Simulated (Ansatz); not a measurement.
Compare A (`C=C(C)OC`) with its isomer B (`OC1CCC1`).

Computed with Ansatz on PBE0-D4/def2-TZVP structures; ΔE is electronic, products minus reactants. CCSD(T)/CBS is the MP2 limit (def2-TZVPP, def2-QZVPP) plus CCSD(T) − MP2 in def2-TZVPP, frozen cores. Functionals use def2-TZVPP. B3LYP here is the variant with VWN-RPA as its local correlation; programs differ in this. One conformer a species, not always the lowest.

Task: Which is lower in electronic energy at CCSD(T)/CBS, and by how much? (Estimate.)

Result: The calculation gave: A, by 0.2 kcal/mol. So small a gap doesn't settle the order.

Task: Give E(B) − E(A) in kcal/mol with CCSD/def2-TZVPP, r2SCAN-D4, CCSD(T)/def2-SVP, B3LYP, CCSD(T)/def2-TZVPP, BLYP-D4, HF/def2-TZVPP. (Estimate.)

Result: The calculation gave: CCSD/def2-TZVPP -0.2, r2SCAN-D4 2.8, CCSD(T)/def2-SVP 0.9, B3LYP 5.4, CCSD(T)/def2-TZVPP 0.4, BLYP-D4 7.7, HF/def2-TZVPP 4.6. The order is the other way round with CCSD/def2-TZVPP.

Task: Does the order hold for the free energy at 298.15 K (harmonic terms from PBE0-D4)? (An estimate is asked.)

Result: The calculation gave: Yes: G(B) − G(A) = +2.2 kcal/mol, for one conformer each.

Largest T1 diagnostic: 0.012.

Leaving LDA and LC-ωPBE aside and taking each functional with its dispersion term where it has one, the values, not all of them listed here, spread over 10.5 kcal/mol, from PBE-QIDH to BLYP-D4. LDA lies −2.6 kcal/mol from PBE without D4. From PBE to PBE0 (25 % exact exchange), in def2-TZVPP and without D4, E(B) − E(A) moves by −2.7 kcal/mol.
